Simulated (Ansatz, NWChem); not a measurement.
**C4H6 (2-butyne): from total energies to a heat of formation**

C4H6 has 10 atoms, charge 0, and is taken as a singlet. SMILES: `CC#CC`. The shape is that of a PBE0-D4/def2-TZVP optimisation.

```xyz
10

C    -0.9884    1.2113   -1.3181
C    -0.2839    0.3510   -0.3856
C     0.2998   -0.3615    0.3865
C     1.0051   -1.2215    1.3187
H    -1.5556    0.6232   -2.0442
H    -1.6913    1.8654   -0.7958
H    -0.2913    1.8447   -1.8726
H     2.0830   -1.1952    1.1396
H     0.8302   -0.9092    2.3515
H     0.6755   -2.2593    1.2230
```

Total energies at B3LYP/6-31G* (spherical functions) (NWChem 7.3.0); the atoms run unrestricted:

```
species    state  energy (Eh)
   C4H6  singlet  -155.975296
      C  triplet   -37.844694
      H  doublet    -0.500273
```

Harmonic wavenumbers at PBE0-D4/def2-TZVP, in cm⁻¹: 25, 204, 204, 409, 409, 740, 1039, 1039, 1056, 1056, 1193, 1406, 1407, 1471, 1471, 1471, 1471, 2382, 3045, 3046, 3112, 3112, 3113, 3113.

Measured heats of formation of the gaseous atoms at 298.15 K, in kJ/mol: C 716.9, H 218.0. Spin-orbit lowering of the atoms at 298 K (mean of the ground term's levels less their thermal mean, from spectra), in kJ/mol: C 0.02. Take 1 Eh = 2625.50 kJ/mol, 1 cm⁻¹ = 0.0119627 kJ/mol, RT = 2.479 kJ/mol.

**Question.** What heat of formation follows?

**Answer.** 
1. Electronic atomisation energy: 4 × (-37.844694) + 6 × (-0.500273) − (-155.975296) = 1.594882 Eh = 4187.4 kJ/mol.
2. Zero-point energy: half the sum of the wavenumbers, 18497 cm⁻¹ = 221.3 kJ/mol.
3. Thermal vibrational enthalpy, Σ hcν̃/(exp(hcν̃/kT) − 1): 7.5 kJ/mol. Translation, rotation and pV of a non-linear molecule: 4 RT = 9.9 kJ/mol.
4. The 10 free atoms carry 5/2 RT each: 62.0 kJ/mol.
5. Spin-orbit coupling lowers the free atoms by 4 × 0.02 = 0.1 kJ/mol.
6. Atomisation enthalpy at 298 K: 4187.4 − 0.1 − 221.3 − 7.5 − 9.9 + 62.0 = 4010.6 kJ/mol.
7. Sum of the atoms' heats of formation: 4175.6 kJ/mol. Heat of formation: 4175.6 − 4010.6 = +165.0 kJ/mol.

The tabulated value is +145.8 kJ/mol (Active Thermochemical Tables), so this level is off by +19.2 kJ/mol, or 0.5 % of the atomisation enthalpy. Anharmonicity and any spin-orbit splitting of the molecule are left out.
